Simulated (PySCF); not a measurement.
# Property card for `C[N+]1(C)CCC1`

Species: C5H12N (charge +1).
Numbering: `[CH3:1][N+:2]1([CH3:3])[CH2:4][CH2:5][CH2:6]1` (hydrogens: H7, H8, H9 on C1; H10, H11, H12 on C3; H13, H14 on C4; H15, H16 on C5; H17, H18 on C6)

**GFN2-xTB geometry**

| Property | Result |
| --- | --- |
| Point group of the GFN2-xTB geometry | Cs |
| Rotational constants A, B, C of the GFN2-xTB geometry | 5.287, 3.239, 2.995 GHz |

**CAM-B3LYP/def2-SVPD ground state and vertical TDDFT (core frozen in the response) (PySCF)**

| Item | Value |
| --- | --- |
| HOMO energy | -15.94 eV |
| LUMO energy | -2.97 eV |
| HOMO–LUMO gap | 12.97 eV |
| Lowest singlet excitation | 9.71 eV (128 nm, f = 0.034) |
| Strongest line among the 8 lowest singlet transitions | S7 at 10.73 eV (116 nm, f = 0.040) |
| Lowest triplet excitation (Tamm–Dancoff) | 9.40 eV |
| Static isotropic polarisability | 58.6 au |
| Electronic spatial extent ⟨r²⟩ about the centre of nuclear charge | 552 bohr² |

PBE0/pcSseg-1 ground state and GIAO shieldings, non-relativistic (PySCF):

| Property | Result |
| --- | --- |
| Lowest Hirshfeld atomic charge | -0.05 e on C5 |
| Highest Hirshfeld atomic charge | +0.11 e on N2 |
| 13C chemical shifts (computed TMS as zero) by class | 65.7 (C4/C6), 54.0 (C1/C3), 11.2 (C5) ppm |
| 1H chemical shifts (computed TMS as zero) by class | 4.31 (H13/H14/H17/H18), 3.20 (H7/H8/H9/H10/H11/H12), 2.83 (H15/H16) ppm |
| Isotropic shieldings of nuclei other than C and H, by class | 200 (N2) ppm |
| Mayer bond orders between heavy atoms | C1–N2 0.88, N2–C3 0.87, N2–C4 0.82, C4–C5 1.04, C5–C6 1.04, C6–N2 0.82 |

B3LYP/pcJ-1 indirect spin-spin coupling, non-relativistic, gas phase; spin–dipole term left out for some pairs (PySCF):

| Item | Value |
| --- | --- |
| Largest of the computed one-bond spin–spin couplings (means over like bonds) | 13C–1H +158.3 (C4–H13 and 3 like it), 13C–1H +152.8 (C5–H15 and 1 like it), 13C–1H +149.1 (C1–H7 and 5 like it), 13C–13C +30.4 (C4–C5 and 1 like it), 15N–13C -6.0 (N2–C1 and 1 like it), 15N–13C -5.8 (N2–C4 and 1 like it) Hz |

Monoisotopic mass of the ion (most abundant isotopes, electron mass counted): 86.0964 u.

The rotational constants make it an asymmetric top with κ = (2B − A − C)/(A − C) = -0.79, nearer the prolate limit (−1). In wavenumbers S1 is 78300 cm⁻¹ (1 eV = 8065.54 cm⁻¹). The vertical singlet–triplet gap S1 − T1 is 0.31 eV (TDDFT singlet less Tamm–Dancoff triplet; S1: HOMO−1→LUMO, weight 0.66; T1: HOMO−1→LUMO, weight 0.54). No computed singlet falls in the visible range (750 to 380 nm, 1.65 to 3.26 eV); S1 lies 6.45 eV above its blue end.

 NMR classes are plain means over equivalent atoms (diastereotopic ones count apart unless rotation or inversion swaps them), as if these changed places fast; in this geometry the members of some classes differ.

For the spin–spin coupling job (B3LYP/pcJ-1), the run took 95 s on x86-64 server, one thread, on a shared host.

One conformer stands for the species.
